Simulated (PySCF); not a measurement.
Homolysis of single bonds, series Al CH3-I. All species are isolated molecules in the gas phase. Strings in code marks are SMILES.

Method: PySCF with ωB97X-D3(BJ)/def2-TZVP // B3LYP-D3(BJ)/def2-TZVP. 

| species | dipole moment (D) |
|---|---|
| whole molecule (`[CH3][Al]([CH3])[CH3]`) | (withheld) |
| radical fragment (`[CH3]`) | 0.00 |
| radical fragment (`[CH3][Al][CH3]`) | 0.36 |
| whole molecule (`[CH3][Al]([CH3])[I]`) | 2.26 |
| radical fragment (`[CH3][Al][I]`) | 2.19 |
| whole molecule (`[CH3][Al]([I])[I]`) | (withheld) |
| radical fragment (`[I][Al][I]`) | 1.22 |
| whole molecule (`[I][Al]([I])[I]`) | 0.00 |

Problem. Some entries are withheld; supply them.

Solution. 
- whole molecule (`[CH3][Al]([CH3])[CH3]`), dipole moment (D): 0.00
- whole molecule (`[CH3][Al]([I])[I]`), dipole moment (D): 1.74
